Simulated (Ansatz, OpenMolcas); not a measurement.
How methods differ on BH2O (SMILES B[O])

BH2O has 4 atoms, charge 0, and is taken as a doublet. As SMILES, `B[O]`. The coordinates come from a PBE0-D4/def2-TZVP relaxation.

```xyz
4

B    -0.0011   -0.0103   -0.0151
O     1.0253   -0.3408    0.6769
H    -1.0526   -0.5877    0.1516
H     0.0839    0.8785   -0.8336
```

Quantity: the energy change with the B1–H3 bond stretched from 1.211 to 2.422 Å, in eV. The values are calculated.

| level | kind | program | value (eV) |
| --- | --- | --- | --- |
| UHF/STO-3G | Hartree–Fock | OpenMolcas | 3.88 |
| UBHLYP/STO-3G | global hybrid | Ansatz | 3.94 |
| UCAM-B3LYP/STO-3G | range-separated hybrid | Ansatz | 3.63 |
| UB2PLYP/STO-3G | double hybrid | Ansatz | 3.32 |
| RPA@PBE/STO-3G | RPA | Ansatz | 2.79 |
| UMP2/STO-3G | perturbation theory | Ansatz | 3.56 |
| CASPT2(3,3)/STO-3G | multireference | OpenMolcas | 2.73 |
| MRCI(3,3)/STO-3G | multireference | OpenMolcas | 2.68 |
| SC-NEVPT2(3,3)/STO-3G | multireference | OpenMolcas | 2.80 |
| UCCSDT/STO-3G | coupled cluster or CI | Ansatz | 2.55 |

The first shape isn't each level's own minimum. The values span 2.55 to 3.94 eV. Spin contamination of the reference (⟨S²⟩ at least 0.1 too high) touches UHF/STO-3G, UBHLYP/STO-3G, UB2PLYP/STO-3G, UMP2/STO-3G, UCCSDT/STO-3G. The coupled-cluster rows rest on a doubtful reference here (large T1 or Brueckner and Hartree–Fock orbitals at odds), and rows may lie in different states. All rows use very small basis sets, so none should be taken for the real molecule's value.
